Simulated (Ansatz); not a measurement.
## Band gap of some cubic solids

Method: r²SCAN+rVV10 in Ansatz (PAW). References are measured gaps from which a computed or estimated zero-point shift was taken out, by their sources or here, so that they lie as a rule above the printed measurements. The table is a random draw of 6 from 8 solids with such references.

Values in eV.

```json
[
 {"solid": "rock-salt LiF", "reference": "15.35", "r²SCAN+rVV10": "10.38", "error (eV)": "-4.97"},
 {"solid": "zinc-blende BP", "reference": "2.2¶ (2.20–2.50)", "r²SCAN+rVV10": "1.38", "error (eV)": "-0.82"},
 {"solid": "diamond-structure Si", "reference": "1.23", "r²SCAN+rVV10": "0.73", "error (eV)": "-0.50"},
 {"solid": "rock-salt SrO", "reference": "5.63", "r²SCAN+rVV10": "3.75", "error (eV)": "-1.88"},
 {"solid": "zinc-blende GaN (metastable phase)", "reference": "3.48", "r²SCAN+rVV10": "2.17", "error (eV)": "-1.31"},
 {"solid": "rock-salt MgO", "reference": "8.36", "r²SCAN+rVV10": "5.71", "error (eV)": "-2.65"}
]
```

Over these 6 solids the mean error is -2.02 eV, the mean absolute error 2.02 eV (median 1.59 eV), and the worst case rock-salt LiF at -4.97 eV; the value is below the reference in 6 of 6 cases. Over all 8, from unrounded values, the mean error is -1.65 eV and the mean absolute error 1.65 eV (median 1.07 eV).

¶ marks references of a special kind: zinc-blende BP, 2.2 eV (measured, zero-point renormalisation of 0.106 eV removed from the gap extrapolated to 0 K (as printed); the shift is computed, second of two values printed, our sources range from 2.20 to 2.50; as tabulated in X. Ren, F. Merz, H. Jiang et al., All-electron periodic G0W0 implementation …).

Brackets give the range of the sources taken for a reference, where it is wide; it can hold other temperatures.

Differences are worked out from the printed values.

Density-functional gaps are differences of (generalised) Kohn–Sham levels of a static lattice; semilocal ones lie below quasiparticle gaps as a rule. Measured gaps hold zero-point and thermal shifts unless a correction is named.

Levels without +SOC have no spin–orbit coupling; where heavier elements are present it shifts gaps, mostly down, and can invert bands. Each level is taken at its own relaxed cell. Ansatz's density-functional and Hartree–Fock values are scalar-relativistic unless marked +SOC, with PAW data made under PBE.

Not in this set, of the solids of all kinds but layered and molecular ones with a reference value in our tables and a result at some level: 166 for a reference of another kind, counted apart; 8 for no value at r²SCAN+rVV10 (not run, a failed fit, an unstable or unbound cell, or a value held back for tests); 7 for sources at odds; 6 for a doubt noted on the run at r²SCAN+rVV10; 4 for spin–orbit coupling left out; 2 for a high-temperature or high-pressure phase; 2 for a measured value of zero; 2 for a reference that its source doubts or gives as a wide range. These can be a level's best or worst cases. At least 70 more with a reference value are held back for tests. Solids without a released value at any level aren't counted. Without +SOC, gaps count where the solid holds none of Ge, As, Se, Br, Sn, Sb, Te, I or the elements past barium, or holds Ge, As, Se or Br with a gap over 4 eV. The metals Ce to Yb are counted apart.

References as tabulated in, or derived from, Chen et al. (2018), doi:10.1103/physrevmaterials.2.073803; X. Ren, F. Merz, H. Jiang et al., All-electron periodic G0W0 implementation …; Miglio et al. (2020), arXiv:2011.12765; Vurgaftman et al. (2001), doi:10.1063/1.1368156.

Ansatz is a program for electronic structure.
